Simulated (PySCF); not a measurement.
BHCl2, BCl2H, SMILES ClBCl, point group C2v.

Force field and properties: HSE06/IGLO-II (PySCF, grid level 2). Vibrational terms come from second-order perturbation theory with semi-diagonal cubic constants, by steps of ±0.6 along the normal coordinates of each isotopologue. The parent has the commonest isotopes.

Equilibrium geometry (Å):

| atom | x | y | z |
| --- | --- | --- | --- |
| Cl1 | 1.5375 | -0.6777 | -0.0156 |
| B2 | 0.0066 | 0.1366 | -0.0257 |
| Cl3 | -1.4767 | -0.7613 | 0.0015 |
| H4 | -0.0265 | 1.3215 | -0.0516 |

An isotope shift is δ(isotopologue) − δ(parent), that is, the negative of the change in the averaged GIAO shielding; n counts bonds from the nearest label (0: the labelled atom itself). These are computed values; those of heavy atoms are rounded to 5 ppb, about the numerical noise.

Q: What isotope shifts arise with ²H at 4?

A: 
| nucleus | n | 0 K (ppb) | 200 K (ppb) |
| --- | --- | --- | --- |
| H4 | 0 | -95 | -93 |
| B2 | 1 | -140 | -140 |
| Cl1 | 2 | -1610 | -1585 |
| Cl3 | 2 | -1610 | -1585 |
